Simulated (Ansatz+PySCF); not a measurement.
Results of a calculation; reference values are marked as such.
## Several solutions for doublet O₂(+)

```yaml
atoms:
  - { symbol: O, position_ang: [0.0000, 0.0000, -0.5931] }
  - { symbol: O, position_ang: [0.0000, 0.0000, 0.5931] }
```

Basis set: def2-SVP (spherical functions). Charge 1, multiplicity 2.

UHF was run from several starts with Ansatz (development build ahead of 0.2.0) and PySCF 2.14.0.

```
run  program                                 start  converged  energy (hartree)  <S²>
  A    PySCF                      program defaults        yes        -149.00114  0.76
  B    PySCF  guess huckel, instabilities followed        yes        -149.03147  1.34
  C    PySCF    guess atom, instabilities followed        yes        -149.03147  1.34
  D   Ansatz               stability test followed        yes        -149.03147  1.34
  E    PySCF   guess minao, instabilities followed        yes        -149.03147  1.34
  F   Ansatz               atomic start, no search        yes        -149.00114  0.76
  G   Ansatz           search for the lowest state        yes        -149.03147  1.34
  H    PySCF      guess 1e, instabilities followed        yes        -149.03147  1.34
```

Problem. Which runs reached the lowest solution of this kind, and what is wrong with the others?

Solution. B, C, D, E, G, H reached the lowest solution found. Converged but too high: A by 0.83 eV, F by 0.83 eV. Convergence only shows a stationary point, and even a stable one can lie too high; stability tests and further starts are what find lower ones. Caution: the unrestricted determinant is spin contaminated. Caution: the determinant breaks the point group.
